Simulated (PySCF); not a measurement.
Species: C4H11OP.
Atom-mapped SMILES: `[CH3:1][CH2:2][PH:3](=[O:4])[CH2:5][CH3:6]` (hydrogens: H7, H8, H9 on C1; H10, H11 on C2; H12 on P3; H13, H14 on C5; H15, H16, H17 on C6)

Computed by this run: PBE0-D3(BJ)/def2-SVP geometry optimisation, gas phase (PySCF); density fitting, grid level 1; the optimiser is geomeTRIC in internal coordinates, started from a GFN2-xTB structure with every atom displaced at random (about 0.01 Å).

Geometry at step 0:
```
atom  x, y, z in Å
C1     -2.2813    0.3394   -0.1017
C2     -1.5511   -0.8897    0.3079
P3      0.2172   -0.8719   -0.1218
O4      0.9439   -2.1444    0.1303
C5      1.0157    0.5533    0.7195
C6      2.4838    0.6007    0.3332
H7     -1.9799    1.2218    0.4833
H8     -3.3557    0.2307    0.0322
H9     -2.1247    0.5893   -1.1373
H10    -1.6136   -1.0598    1.3990
H11    -1.9601   -1.7777   -0.1726
H12     0.2523   -0.4807   -1.4503
H13     0.4869    1.4997    0.4558
H14     0.8959    0.3970    1.8135
H15     2.5827    0.7581   -0.7351
H16     3.0195    1.3964    0.8748
H17     2.9522   -0.3505    0.5659
```

Problem. What forces act on the atoms?

Solution. 
```
atom  Fx (eV/Å)  Fy (eV/Å)  Fz (eV/Å)
  C1     -0.384      0.830      0.516
  C2      0.593     -0.181      0.454
  P3      0.293      0.055      1.138
  O4      0.251     -0.664      0.174
  C5     -0.552      0.238      0.049
  C6     -0.227      0.241      0.490
  H7      0.025     -0.006      0.041
  H8     -0.439     -0.054      0.086
  H9      0.149      0.146     -0.902
 H10      0.065     -0.072     -0.127
 H11     -0.085     -0.423     -0.170
 H12     -0.233      0.455     -1.026
 H13      0.173     -0.330      0.117
 H14     -0.031      0.006     -0.285
 H15      0.197      0.202     -0.558
 H16     -0.033     -0.003     -0.111
 H17      0.239     -0.438      0.114
```

The largest, 1.18 eV/Å, acts on P3 (H12 within 3 % of it); the rms over all components is 0.392 eV/Å. The forces sum to zero within rounding, as they must for an isolated molecule in no field.

Problem. Give the force on P3 in Eh/bohr and in nN.

Solution. 1.176 eV/Å ÷ 51.422 = 0.02288 Eh/bohr, and 1.176 eV/Å × 1.602 = 1.88 nN.

Problem. How far is this geometry from the end of the optimisation?

Solution. 0.112 eV above it, and 0.113 Å rms away after alignment. The bonds farthest from their final lengths, with half the difference of the two atoms' forces along the bond (positive lengthens):

| bond | now (Å) | final (Å) | force along bond (eV/Å) |
| --- | --- | --- | --- |
| P3–H12 | 1.385 | 1.435 | +1.09 |
| C1–C2 | 1.487 | 1.521 | +0.65 |
| C1–H9 | 1.077 | 1.102 | +0.64 |
| C6–H15 | 1.084 | 1.101 | +0.53 |
| C6–H17 | 1.085 | 1.100 | +0.36 |
| P3–C5 | 1.838 | 1.824 | -0.36 |

The angle farthest from its final value is C2–P3–H12, 104.7° against 102.0°.

Of the 6 listed bonds off by 0.010 Å or more, this force points towards the final length in 6.

The cost below is that of the whole optimisation. On an Arm Neoverse V1 with one thread, no GPU, shared host with 32 logical CPUs at a one-minute load of 8.5, this took 75 s of wall time and 0.63 GiB of memory at its peak.
